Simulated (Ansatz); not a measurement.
## Si (P6₃/mmc, No. 194, 4 atoms in the cell; start mp-165; another form than the element's usual one)

Method: LDA in Ansatz (PAW).

Settings: plane-wave cutoff 500 eV, 12×12×6 k mesh (along the axes of the cell as run), gaussian smearing 0.02 eV, scalar-relativistic PAW data made under PBE.

Cell (relaxed at this level):

```cif
data_Si4
_chemical_formula_sum 'Si4'
_space_group_name_H-M_alt 'P 1'
_space_group_IT_number 1
_cell_length_a 3.80178
_cell_length_b 3.80178
_cell_length_c 6.28930
_cell_angle_alpha 90.000
_cell_angle_beta 90.000
_cell_angle_gamma 120.000
loop_
_space_group_symop_operation_xyz
  'x, y, z'
loop_
_atom_site_label
_atom_site_type_symbol
_atom_site_fract_x
_atom_site_fract_y
_atom_site_fract_z
_atom_site_occupancy
Si1 Si 0.33333 0.66667 0.06304 1
Si2 Si 0.66667 0.33333 0.93696 1
Si3 Si 0.66667 0.33333 0.56304 1
Si4 Si 0.33333 0.66667 0.43696 1
```

```yaml
band_gap: 0.27 eV (on the SCF k mesh)
```

Note: the relaxation could not lower the start's symmetry, so the cell can be a saddle point above a distorted one.

The computed numbers hold no vibrational or temperature effects.

Computing time: around 13 core-seconds (rough).

A start named mp-… is a Materials Project structure, which need not be a measured phase.

Ansatz is a program for electronic structure.
